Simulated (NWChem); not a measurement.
Atomisation of phosphine (H$_{3}$P)

```xyz
4

P     -0.1302    -0.0034     0.0000
H      0.6666    -0.5810     1.0357
H      0.6666    -0.5810    -1.0357
H      0.6204     1.2123     0.0000
```
Charge 0, spin multiplicity 1.

Program: NWChem. All single points use one geometry, from PBE0/def2-SVP, a minimum by its harmonic frequencies.

Basis set: def2-TZVP. The atomisation energy is electronic alone: no zero-point, thermal, spin-orbit or counterpoise terms. No value is extrapolated to the basis-set limit. Free atoms are single determinants with multiplicities P 4, H 2.

B3LYP has NWChem's definition, with VWN1-RPA local correlation. No SCF solution was tested for a lower state.

Problem. One of these methods gave an atomisation energy of 237.1 kcal/mol. Which?
A. PBE
B. M06-2X
C. B3LYP
D. PBE0

Solution. D, PBE0. The others give 244.3 (B3LYP), 239.2 (PBE), 241.8 (M06-2X).
